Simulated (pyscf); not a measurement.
Addition across a multiple bond or ene-type step: O=W(=O)(OH)–OH (SMILES [O]=[W](=[O])([OH])[OH]) + H₂O (SMILES O) → O=W(OH)(OH)(OH)–OH (SMILES [O]=[W]([OH])([OH])([OH])[OH])

Gas phase, singlet surface, charge 0. Bonds broken: O8–H9. Bonds formed: O1–H9, W2–O8. Single points on ωB97X-D3(BJ)/def2-SVP structures (PySCF, gas phase).

Transition state (Å):

```xyz
10

O     -0.5828     0.8320     1.5249
W     -1.0018    -0.0974     0.0294
O     -1.6823    -1.4937     0.7070
O     -2.4335     0.6311    -0.9339
O      0.3183    -0.9996    -1.0011
H     -3.3246     0.2639    -0.9739
H      0.2391    -1.9591    -1.0839
O      0.3148     1.5543    -0.4301
H      0.1004     1.4925     0.8318
H      1.1748     1.4740    -0.8554
```

One imaginary mode, 1379i cm⁻¹; descent along it reached the two sides named, in the forms told below.

```tsv
bond	change	reactant side (Å)	saddle	product side
O8–H9	breaks	0.967	1.281	3.0
O1–H9	forms	2.7	1.176	0.964
W2–O8	forms	2.407	2.162	1.905
```

Electronic energies relative to the separated reactants (kJ/mol):

```json
[
 {"level": "ωB97X-D3(BJ)/def2-TZVP", "barrier": "38.1", "reaction energy": "-53.4", "reverse barrier": "91.5"},
 {"level": "PBE/def2-TZVP", "barrier": "36.3", "reaction energy": "-35.4", "reverse barrier": "71.8"},
 {"level": "r²SCAN/def2-TZVP", "barrier": "28.8", "reaction energy": "-55.1", "reverse barrier": "83.9"},
 {"level": "B3LYP-D3(BJ)/def2-TZVP", "barrier": "44.1", "reaction energy": "-44.1", "reverse barrier": "88.1"},
 {"level": "PBE0-D3(BJ)/def2-TZVP", "barrier": "36.1", "reaction energy": "-48.1", "reverse barrier": "84.1"},
 {"level": "M06-2X/def2-TZVP", "barrier": "38.3", "reaction energy": "-53.2", "reverse barrier": "91.5"},
 {"level": "ωB97M-D3(BJ)/def2-TZVP", "barrier": "45.8", "reaction energy": "-44.1", "reverse barrier": "89.9"},
 {"level": "HF/def2-TZVP", "barrier": "94.7", "reaction energy": "-39.2", "reverse barrier": "133.9"}
]
```

With ωB97M-D3(BJ)/def2-TZVP energies and thermal terms (ideal gas, 1 atm, RRHO with modes under 100 cm⁻¹ raised to 100, one conformer, R ln 2 for chiral ones without a mode under 150 cm⁻¹), in kJ/mol:

| T (K) | ΔH‡ | ΔG‡ | ΔH | ΔG |
|---|---|---|---|---|
| 298 | 40.7 | 90.8 | -39.0 | +7.6 |
| 600 | 40.6 | 142.0 | -35.5 | +53.8 |
| 900 | 43.1 | 192.2 | -30.5 | +97.4 |
| 1200 | 46.4 | 241.4 | -25.4 | +139.3 |

On the reactant side the descent ends in an adduct with a O–W contact, 62.1 kJ/mol under the separated species and 100.2 kJ/mol under the saddle at ωB97X-D3(BJ)/def2-TZVP. What is counted as formed (O–W) is already present as a longer contact in the reactant adduct; forming that adduct is a step of its own. One saddle was located; it need not be the lowest between these sides. Elements past Kr carry the def2 core potentials, without spin-orbit coupling.
